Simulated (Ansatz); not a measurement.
C6H11+ (`C[C+]1CCCC1`) at its PBE0-D4/def2-TZVP geometry, where that method's forces vanish. Charge 1, multiplicity 1.

```csv
atom,x (Å),y (Å),z (Å)
C1,-1.363,-0.306,1.683
C2,-0.436,-0.091,0.589
C3,-0.481,1.036,-0.326
C4,0.426,0.669,-1.502
C5,1.464,-0.245,-0.850
C6,0.650,-0.984,0.213
H7,-2.220,-0.838,1.229
H8,-1.779,0.627,2.069
H9,-0.970,-0.945,2.472
H10,-1.475,1.448,-0.514
H11,0.030,1.807,0.298
H12,0.858,1.544,-1.984
H13,-0.155,0.128,-2.254
H14,1.947,-0.923,-1.551
H15,2.248,0.342,-0.364
H16,1.169,-1.450,1.055
H17,0.087,-1.819,-0.263
```

Task: For each bond, give half the difference of the two atoms' forces along it (eV/Å; positive pushes the atoms apart) under PBE-D4, r2SCAN-D4, B3LYP-D4, ωB97M-V in def2-TZVPP. (An estimate is asked.)

Result: The calculation gave: 
```csv
bond,length (Å),PBE-D4,r2SCAN-D4,B3LYP-D4,ωB97M-V
C1–C2,1.450,-0.09,-0.01,0.06,0.15
C1–H8,1.092,0.12,-0.02,-0.06,-0.09
C1–H9,1.089,0.11,-0.03,-0.06,-0.09
C2–C3,1.453,0.03,0.04,0.08,0.08
C2–C6,1.456,0.02,0.03,0.08,0.09
C3–C4,1.529,0.03,0.14,0.23,0.17
C3–H10,1.093,0.09,-0.06,-0.14,-0.14
C3–H11,1.116,0.16,-0.02,-0.11,-0.12
C4–H12,1.088,0.06,-0.09,-0.15,-0.12
C4–H13,1.093,0.11,-0.05,-0.12,-0.13
C5–C6,1.530,0.03,0.14,0.23,0.17
C5–H15,1.093,0.11,-0.05,-0.12,-0.12
C6–H16,1.093,0.10,-0.06,-0.14,-0.15
C6–H17,1.113,0.16,-0.02,-0.11,-0.13
```

B3LYP here is the variant with VWN-RPA as its local correlation; programs differ in this.

Computed with Ansatz.
